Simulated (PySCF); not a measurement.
## Relaxation of singlet PS(OH)

Level of theory: PySCF, PBE0, basis P def2-TZVP, S def2-TZVP, O def2-TZVP, H def2-TZVP (no relativity, density fitting). A (50,194) grid was used.

A hand-made bent (heavy-atom frame) start, with no symmetry imposed:

```xyz
4
charge 0 multiplicity 1, angstrom
P     0.3326    0.0093   -0.6663
S    -1.2729    0.0093    0.4579
O     1.7579    0.0093    0.3317
H     2.2634   -0.7261    0.6857
```

Optimiser trace:
| step | E − E(last) (kJ/mol) | largest gradient (Eh/bohr) |
| --- | --- | --- |
| 0 | 69.27 | 0.05039 |
| 1 | 44.46 | 0.01543 |
| 2 | 36.92 | 0.03426 |
| 3 | 30.98 | 0.04443 |
| 4 | 27.39 | 0.04561 |
| 5 | 10.56 | 0.03267 |
| 6 | 6.74 | 0.00933 |
| 7 | 2.28 | 0.00651 |
| 8 | 0.84 | 0.01212 |
| 9 | 0.12 | 0.00210 |
| 10 | 0.01 | 0.00041 |
| 11 | 0.00 | 0.00052 |
| 12 | 0.00 | 0.00016 |

It ends at Cs with O–H 0.969 Å, P–O 1.614 Å, P–S 1.909 Å; H–O–P 113.0°, O–P–S 109.9°. A frequency run shows a minimum. Other isomers or separated fragments may lie lower.

Final geometry:
Coordinates in bohr (charge 0 multiplicity 1):
```
P     0.5004    0.5176   -1.1863
S    -2.1748   -0.3462    1.0758
O     3.1870   -0.2465    0.0395
H     3.0256   -1.0082    1.6971
```

The relaxation took 14 s on 2 threads of a shared Intel Xeon 6975P-C (Granite Rapids) host, with 111 basis functions and 13 gradients; the process peaked at 0.67 GiB.
